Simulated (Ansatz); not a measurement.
Start from `B[SiH2]Cl` and change one element to get `[AlH2][SiH2]Cl`.

Ansatz, PBE0-D4/def2-TZVP geometries, multiplicity 1. 

| property | `B[SiH2]Cl` |
| --- | --- |
| LUMO energy (B3LYP/def2-TZVPP) / eV | -2.96 |
| HOMO–LUMO gap (ωB97M-V/def2-TZVPP) / eV | 9.69 |
| LUMO energy (PBE0/def2-TZVPP) / eV | -2.76 |
| LUMO energy (PBE/def2-TZVPP) / eV | -3.77 |
| size of the dipole moment (B3LYP/def2-TZVPP) / D | 1.54 |
| HOMO–LUMO gap (PBE0/def2-TZVPP) / eV | 5.55 |

Question: What does the change do to each property? (Estimate.)

Answer: Ansatz gave: 
```json
{"property": "LUMO energy (B3LYP/def2-TZVPP) / eV", "`[AlH2][SiH2]Cl`": "-2.51", "shift": "0.45"}
{"property": "HOMO–LUMO gap (ωB97M-V/def2-TZVPP) / eV", "`[AlH2][SiH2]Cl`": "8.89", "shift": "-0.80"}
{"property": "LUMO energy (PBE0/def2-TZVPP) / eV", "`[AlH2][SiH2]Cl`": "-2.33", "shift": "0.43"}
{"property": "LUMO energy (PBE/def2-TZVPP) / eV", "`[AlH2][SiH2]Cl`": "-3.10", "shift": "0.67"}
{"property": "size of the dipole moment (B3LYP/def2-TZVPP) / D", "`[AlH2][SiH2]Cl`": "1.72", "shift": "0.18"}
{"property": "HOMO–LUMO gap (PBE0/def2-TZVPP) / eV", "`[AlH2][SiH2]Cl`": "5.23", "shift": "-0.32"}
```

With PBE0 the HOMO rises by 0.74 eV and the LUMO rises by 0.43 eV, so the gap narrows by about 0.31 eV. PBE moves the HOMO by 0.58 eV and ωB97M-V by 0.92 eV. Dipoles are sizes alone; their direction can turn.

B3LYP here is the variant with VWN-RPA as its local correlation; programs differ in this.
